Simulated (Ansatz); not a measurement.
Input file:

```yaml
crystal:
  periodic: [false, false, false]
  atoms:
    - {symbol: B, position_ang: [0.000000, -0.124007, 0.773899]}
    - {symbol: N, position_ang: [0.000000, -0.022422, -0.597982]}
    - {symbol: H, position_ang: [0.000000, 0.956413, 1.330586]}
    - {symbol: H, position_ang: [0.000000, 0.685254, -1.321528]}
basis:
  gaussian: {orbitals: cc-pVDZ}
magnetization: {spin_polarized: false, initial_magnetization: 2}
correlation: {method: ccsd_t, electrons: outside_noble_gas}
```

```sh
$ ansatz run in.yaml --threads 1 --pin off --events-out ev --progress --plain --max-ram 2393MiB
```

Output:

```
355 factors; integrals over basis functions are off by at most 1.1e-3 eV
mean field evaluation 1: about -2180.0869 eV, gradient 1.8e1 eV
mean field evaluation 2: about -2180.0879 eV, gradient 1.8e1 eV
mean field evaluation 4: about -2181.9900 eV, gradient 2.7e0 eV
mean field evaluation 8: about -2182.0810 eV, gradient 1.6e-3 eV
mean field evaluation 16: about -2182.0794 eV, gradient 2.5e-1 eV
mean field evaluation 32: about -2181.7294 eV, gradient 3.5e0 eV
mean field evaluation 64: about -2181.4455 eV, gradient 4.5e-2 eV
mean field evaluation 96: about -2178.5068 eV, gradient 6.7e-4 eV
mean field evaluation 128: about -2178.1946 eV, gradient 1.2e-2 eV
mean field -2182.08104068 eV, -80.1899991775 hartree, gradient 8.7e-7 eV, S^2 2.000000; 6 other end points of the search recorded, 0 dependent functions left out
mean field evaluation 160: about -2181.8865 eV, gradient 1.9e0 eV
determinant -2182.08104068 eV, -80.1899991775 hartree, with singles and doubles -2188.34396844 eV, -80.4201575275 hartree
determinant -2181.44549444 eV, -80.1666432839 hartree, with singles and doubles -2187.55937579 eV, -80.3913242793 hartree
2 core orbitals not correlated: weight in the atoms' cores, before any rotation towards them, 1.000 or more for the frozen orbitals, at most 0.000 for the correlated occupied ones
reference -2182.08104068 eV, -80.1899991775 hartree; 6, 4 occupied and 30, 32 virtual orbitals, 355 factors
second order -5.39382383 eV of doubles, -0.07814952 eV of singles
cycle   1  -6.26346114 eV  change   -5.3e-4 eV  update   1.5e-3
cycle   2  -6.26435161 eV  change   -8.9e-4 eV  update   1.1e-3
cycle   3  -6.26448063 eV  change   -1.3e-4 eV  update   4.0e-4
cycle   4  -6.26453629 eV  change   -5.6e-5 eV  update   2.2e-4
cycle   5  -6.26495773 eV  change   -4.2e-4 eV  update   7.9e-5
cycle   6  -6.26506994 eV  change   -1.1e-4 eV  update   2.7e-5
cycle   7  -6.26507245 eV  change   -2.5e-6 eV  update   1.1e-5
perturbative correction -0.17998249 eV, -0.0066142345 hartree
Total energy: -2188.52609562 eV, -80.4268505779 hartree
```

For the same geometry and basis UCCSDT(Q) lies 50.2 meV lower.

Ran on 1 thread of Arm Neoverse V2, shared host: 1.2 s wall, 0.1 GiB peak host memory.
